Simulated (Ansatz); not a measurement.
## F–CH–Ga⁺, triplet: reading a ladder of total energies

Geometry: that of the F–CH–Ga, quartet, kept fixed.

```yaml
atoms:
  - { symbol: F, position_ang: [0.0000, -0.3367, 2.0939] }
  - { symbol: C, position_ang: [0.0000, 0.5393, 1.0976] }
  - { symbol: Ga, position_ang: [0.0000, -0.0239, -0.7806] }
  - { symbol: H, position_ang: [0.0000, 1.5709, 1.4478] }
```

Basis cc-pVDZ; Ansatz 0.2.0. Correlated methods freeze the noble-gas cores and the filled d shells of p-block atoms, which leaves 14 electrons in 44 orbitals. R marks a restricted (for open shells ROHF) determinant, U an unrestricted one. No spin–orbit coupling is included, and no scalar relativity.

Full CI isn't at hand for all of this; UCCSDT(Q) serves as the reference, and is uncertain by about the last step of the cluster series.

Runs differ by some tens of microhartree through their thresholds and, for an open shell, their frozen cores, so steps under 0.03 kcal/mol mean nothing.

```csv
level,total energy (hartree)
UHF,-2060.763710
UMP2,-2061.081554
UCCSD,-2061.106460
UCCSD(T),-2061.115474
UCCSDT,-2061.116643
UCCSDT(Q),-2061.117491
```

Q: What is the correlation energy at UCCSDT(Q), and what share of it do UMP2 and UCCSD recover?

A: E(corr) = -2061.117491 − (-2060.763710) = -0.353781 hartree = -9.627 eV. UMP2: -0.317844 / -0.353781 = 89.84 %. UCCSD: -0.342750 / -0.353781 = 96.88 %.

Q: By how many kcal/mol does UCCSD(T) miss UCCSDT(Q) (1 hartree = 627.509 kcal/mol), and which steps make up the rest?

A: -2061.115474 − (-2061.117491) = 0.002017 hartree = 1.27 kcal/mol. Steps: UCCSDT − UCCSD(T) = -0.73, UCCSDT(Q) − UCCSDT = -0.53 kcal/mol. Differences between like states or geometries often cancel part of this.
